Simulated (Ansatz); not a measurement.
**CH₃OSi− (SMILES C1O[SiH-]1): one structure at several levels**

The atoms stand at a frame of a short trajectory. How far do the functionals agree with CCSD(T) there?

Method: single points in def2-TZVPPD; program: Ansatz 0.2.0, Gaussian basis.

Correlated methods freeze the cores.

## 1. The system as given

SMILES `C1O[SiH-]1`, 6 atoms, charge -1, spin multiplicity 1.

Atoms are counted from 1 here; the program's logs count them from 0.

Bond lengths: C1–O2 1.418 Å, C1–Si3 1.913 Å, C1–H4 1.081 Å, C1–H5 1.092 Å, O2–Si3 1.878 Å, Si3–H6 1.524 Å. Angles: O2–C1–Si3 66.7°, O2–C1–H4 110.4°, O2–C1–H5 115.9°, Si3–C1–H4 116.6°, Si3–C1–H5 119.9°, H4–C1–H5 116.9°, C1–O2–Si3 69.4°, C1–Si3–O2 43.9°, C1–Si3–H6 93.5°, O2–Si3–H6 98.4°.

Geometry (Å):

```xyz
6
charge -1, multiplicity 1
C     0.03380   -0.19420   -0.60006
O    -0.98434   -0.63078    0.28576
Si   -0.33612    1.05448    0.80186
H    -0.38349    0.03209   -1.57151
H     0.96066   -0.77218   -0.58344
H     0.83863    0.58932    1.65350
```

## 2. PBE-D4/def2-TZVPPD

The input, run/in.yaml:

```yaml
crystal:
  periodic: [false, false, false]
  atoms:
    - {symbol: C, position_ang: [0.033797, -0.194205, -0.600065]}
    - {symbol: O, position_ang: [-0.984340, -0.630781, 0.285756]}
    - {symbol: Si, position_ang: [-0.336121, 1.054482, 0.801860]}
    - {symbol: H, position_ang: [-0.383494, 0.032087, -1.571509]}
    - {symbol: H, position_ang: [0.960659, -0.772184, -0.583440]}
    - {symbol: H, position_ang: [0.838626, 0.589318, 1.653498]}
basis:
  gaussian: {orbitals: "def2-TZVPPD.json"}
total_charge: -1
hamiltonian: {xc: pbe, dispersion: d4}
output: {forces: true}
```

The basis file named in the input lies beside it (Basis Set Exchange, JSON).

The run is started by

```bash
> ansatz run in.yaml --threads 2 --pin off --events-out ev --progress --plain --max-ram 3481MiB
```

## 3. r2SCAN-D4/def2-TZVPPD

run/in.yaml: that of step 2 with these lines changed.

```diff
@@ -12,3 +12,3 @@
 total_charge: -1
-hamiltonian: {xc: pbe, dispersion: d4}
+hamiltonian: {xc: r2scan, dispersion: d4}
 output: {forces: true}
```

## 4. PBE0-D4/def2-TZVPPD

run/in.yaml: that of step 3 with these lines changed.

```diff
@@ -12,3 +12,3 @@
 total_charge: -1
-hamiltonian: {xc: r2scan, dispersion: d4}
-output: {forces: true}
+hamiltonian: {xc: pbe0, dispersion: d4}
+output: {forces: true, orbitals: {seedname: orbitals}}
```

## 5. wB97M-V/def2-TZVPPD

run/in.yaml: that of step 4 with these lines changed.

```diff
@@ -12,3 +12,3 @@
 total_charge: -1
-hamiltonian: {xc: pbe0, dispersion: d4}
-output: {forces: true, orbitals: {seedname: orbitals}}
+hamiltonian: {xc: {name: wB97M-V}}
+output: {forces: true}
```

## 6. CCSD(T)/def2-TZVPPD

run/in.yaml: that of step 5 with these lines changed.

```diff
@@ -12,3 +12,3 @@
 total_charge: -1
-hamiltonian: {xc: {name: wB97M-V}}
+correlation: {method: ccsd_t}
 output: {forces: true}
```

(Steps that only read results are left out.)

**Question.** What will these runs give? Wanted: RMS force component; RMS force error; HOMO and LUMO, PBE0-D4; T1 diagnostic.

**Answer**, as computed:

```
              quantity                                                             value
   RMS force component                              0.429 to 0.543 eV/Å over the methods
       RMS force error  PBE-D4 0.182, r2SCAN-D4 0.133, PBE0-D4 0.240, wB97M-V 0.156 eV/Å
HOMO and LUMO, PBE0-D4                                                 -0.39 and 4.29 eV
         T1 diagnostic                                                             0.018
```

In words: On forces the order runs from r2SCAN-D4 to PBE0-D4. Frozen-core CCSD(T) forces in triple zeta carry basis errors of their own, and this is one geometry, so small gaps rank nothing.
